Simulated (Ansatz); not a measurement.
Ideal-gas functions of H5PSi (`[SiH3]P`) at 800 K and 1 bar, from an Ansatz frequency run at PBE0-D4/def2-TZVP.

Molar mass 64.1 g/mol, point group Cs (symmetry number 1), electronic degeneracy 1, moments of inertia 9.821, 90.948, 91.342 u Å². Harmonic wavenumbers (cm⁻¹, unscaled): 173, 455, 460, 477, 721, 781, 898, 937, 948, 1090, 2220, 2231, 2234, 2405, 2415.

Use S(trans) = R[1.5 ln M + 2.5 ln T − 1.1517]; rotational temperatures θ = 24.2544 K / I; S(rot) = R[ln(√π/σ · √(T³/θAθBθC)) + 1.5]; for each mode x = 1.438777 ν̃/T, S = R[x/(eˣ − 1) − ln(1 − e⁻ˣ)] and H = RT x/(eˣ − 1); 1 cm⁻¹ = 0.0119627 kJ/mol; R = 8.31446 J/(mol·K).

Q: By hand: the entropy, in J/(mol·K).

A: Translation 181.3. Rotation: θ = 2.4696, 0.2667, 0.2655 K, giving 107.8. Vibration, mode by mode: 18.06, 10.21, 10.12, 9.84, 6.71, 6.14, 5.18, 4.89, 4.82, 3.93, 0.78, 0.77, 0.76, 0.59, 0.58, in all 83.4. Electronic 0.0. Sum 372.5 J/(mol·K).

Q: By hand: H − E and G − E in kJ/mol, counted from the electronic energy.

A: Zero-point energy ½ × 18445 × 0.0119627 = 110.3; thermal vibration 36.9; translation, rotation and pV give 4 RT = 26.6. H − E = 173.8 kJ/mol, and G − E = 173.8 − 800 × 372.5/1000 = -124.2 kJ/mol.

Vibration gives 22 % of the entropy.
